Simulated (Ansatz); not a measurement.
**SiH4+ (doublet): the correlation ladder, cc-pVDZ**

How much of the correlation energy of SiH4+ (doublet) does each wave-function method recover here?

Method: cc-pVDZ, core rule «outside noble gas», up to 5 orbitals frozen; program: Ansatz 0.2.0, Gaussian basis.

To be run: UHF; CCSD(T) on ROHF; CCSD(T) on UHF; BCCD(T) on ROHF; CISD; CCSDT(Q) on ROHF; CCSDT(Q) on UHF; CASSCF and MRCISD+Q, 7 electrons in 8 orbitals; CASSCF and NEVPT2, 7 electrons in 8 orbitals.

20 further runs of the same task are left out: 6 for a known fault of the program, 3 that didn't finish, 11 set aside as unsound or not needed.

### 1 The geometry

The geometry is a PBE0/def2-TZVP stationary point (not a proven minimum).

5 atoms, charge 1, spin multiplicity 2.

Atoms are counted from 1 here; the program's logs count them from 0.

Bond lengths: Si1–H2 1.538 Å, Si1–H3 1.538 Å, Si1–H4 1.538 Å, Si1–H5 1.538 Å. Angles: H2–Si1–H3 90.0°, H2–Si1–H4 90.0°, H2–Si1–H5 180.0°, H3–Si1–H4 180.0°, H3–Si1–H5 90.0°, H4–Si1–H5 90.0°.

Geometry (Å):

```xyz
5

Si    0.0000    0.0000    0.0000
H    -0.0112    1.0909    1.0838
H    -0.0168   -1.0838    1.0907
H     0.0168    1.0838   -1.0907
H     0.0112   -1.0909   -1.0838
```

### 2 UHF

Input file in.yaml:

```yaml
crystal:
  periodic: [false, false, false]
  atoms:
    - {symbol: Si, position_ang: [0.000000, 0.000000, 0.000000]}
    - {symbol: H, position_ang: [-0.011166, 1.090859, 1.083779]}
    - {symbol: H, position_ang: [-0.016843, -1.083830, 1.090736]}
    - {symbol: H, position_ang: [0.016843, 1.083830, -1.090736]}
    - {symbol: H, position_ang: [0.011166, -1.090859, -1.083779]}
basis:
  gaussian: {orbitals: cc-pVDZ}
total_charge: 1
magnetization: {spin_polarized: true, initial_magnetization: 1}
hamiltonian: {xc: hf}
output: {orbitals: {seedname: orbitals}}
```

The run is started by

```bash
ansatz run in.yaml --threads 1 --pin off --events-out ev --progress --plain --max-ram 2393MiB
```

The runs that follow: CCSD(T) on ROHF; CCSD(T) on UHF; BCCD(T) on ROHF; CISD; CCSDT(Q) on ROHF; CCSDT(Q) on UHF; CASSCF and MRCISD+Q, 7 electrons in 8 orbitals; CASSCF and NEVPT2, 7 electrons in 8 orbitals.

**Question.** What will the summary of the whole plan be? Wanted: UCCSDT(Q) below the RHF energy; RMP2 from UCCSDT(Q); UMP2 from UCCSDT(Q); RCCSD from UCCSDT(Q); RCCSD(T) from UCCSDT(Q); UCCSD(T) from UCCSDT(Q); RCCSDT(Q) from UCCSDT(Q); NEVPT2 valence from UCCSDT(Q); MRCISD+Q valence from UCCSDT(Q).

As calculated:

```
                         quantity                                                                     value
   UCCSDT(Q) below the RHF energy                                                                -3.9361 eV
              RMP2 from UCCSDT(Q)                                                              +89.6 kJ/mol
              UMP2 from UCCSDT(Q)                                                              +91.8 kJ/mol
             RCCSD from UCCSDT(Q)                                                               +9.9 kJ/mol
          RCCSD(T) from UCCSDT(Q)                                                               +2.3 kJ/mol
          UCCSD(T) from UCCSDT(Q)                                                               +2.4 kJ/mol
         RCCSDT(Q) from UCCSDT(Q)                                                                0.0 kJ/mol
    NEVPT2 valence from UCCSDT(Q)                                                              +53.7 kJ/mol
  MRCISD+Q valence from UCCSDT(Q)                                                               -0.6 kJ/mol
levels within 1 kcal/mol (43 meV)  RCCSD(T), UCCSD(T), BCCD(T), RCCSDT, UCCSDT, RCCSDT(Q), MRCISD+Q valence
                    T1 diagnostic                                                                     0.026
   effectively unpaired electrons                                                                      1.02
```

In words: RCCSD(T) misses by +2.3 kJ/mol, 0.6 % of the correlation energy. One determinant dominates. Of the multireference levels listed MRCISD+Q valence comes nearest in total energy (-0.6 kJ/mol), which doesn't show that its space is the better one. These misses are within one basis, not against nature; the frozen cores of restricted and unrestricted runs differ, which can shift their rows.
